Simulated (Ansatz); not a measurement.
# Si2H5O radical: how energies converge with the basis set

How large a basis does Si2H5O radical need? Two functionals are run in growing sets.

The runs use Ansatz 0.2.0, Gaussian basis; one geometry, several basis sets.

Levels to be run: PBE0-D4/def2-SVP; ωB97M-V/def2-SVP; PBE0-D4/def2-QZVPP; ωB97M-V/def2-QZVPP; the functionals' def2-TZVPP values are taken from earlier runs.

## Step 1: Structure used throughout

The geometry comes from an earlier relaxation with PBE0-D4 in a triple-zeta def2 set; it is a stationary point, not always the lowest conformer.

SMILES `O[SiH][SiH3]`, 8 atoms, charge 0, spin multiplicity 2.

Atoms are counted from 1 here; the program's logs count them from 0.

Bond lengths: O1–Si2 1.657 Å, O1–H4 0.959 Å, Si2–Si3 2.344 Å, Si2–H5 1.490 Å, Si3–H6 1.488 Å, Si3–H7 1.491 Å, Si3–H8 1.489 Å. Angles: Si2–O1–H4 116.9°, O1–Si2–Si3 114.2°, O1–Si2–H5 104.7°, Si3–Si2–H5 113.1°, Si2–Si3–H6 108.0°, Si2–Si3–H7 114.5°, Si2–Si3–H8 108.6°, H6–Si3–H7 108.9°, H6–Si3–H8 108.7°, H7–Si3–H8 108.0°.

## Step 2: PBE0-D4 in def2-SVP

in.yaml

```yaml
crystal:
  periodic: [false, false, false]
  atoms:
    - {symbol: O, position_ang: [-0.929050, 0.938435, -1.717111]}
    - {symbol: Si, position_ang: [0.090433, 1.133975, -0.424985]}
    - {symbol: Si, position_ang: [0.314207, -0.774174, 0.917634]}
    - {symbol: H, position_ang: [-1.805889, 0.598446, -1.530295]}
    - {symbol: H, position_ang: [1.378709, 1.582283, -1.024401]}
    - {symbol: H, position_ang: [1.189954, -0.426841, 2.069049]}
    - {symbol: H, position_ang: [0.883938, -1.960383, 0.216692]}
    - {symbol: H, position_ang: [-1.030203, -1.148740, 1.437617]}
basis:
  gaussian: {orbitals: def2-SVP}
magnetization: {spin_polarized: true, initial_magnetization: 1}
hamiltonian: {xc: pbe0, dispersion: d4}
output: {orbitals: {seedname: orbitals}}
```

After this run come: ωB97M-V in def2-SVP; PBE0-D4 in def2-QZVPP; ωB97M-V in def2-QZVPP.

Q: Predict the results of all the runs planned. Wanted: PBE0-D4: double and triple zeta above quadruple; ωB97M-V: double and triple zeta above quadruple.

The runs gave:

| quantity | value |
| --- | --- |
| PBE0-D4: double and triple zeta above quadruple | 8.99, 0.67 eV |
| ωB97M-V: double and triple zeta above quadruple | 9.06, 0.63 eV |

In words: For PBE0-D4 the step from double to triple zeta gains 8.32 eV and the next only 0.67 eV. These are total energies; as a rule much of such shifts cancels in differences, which this series doesn't test.
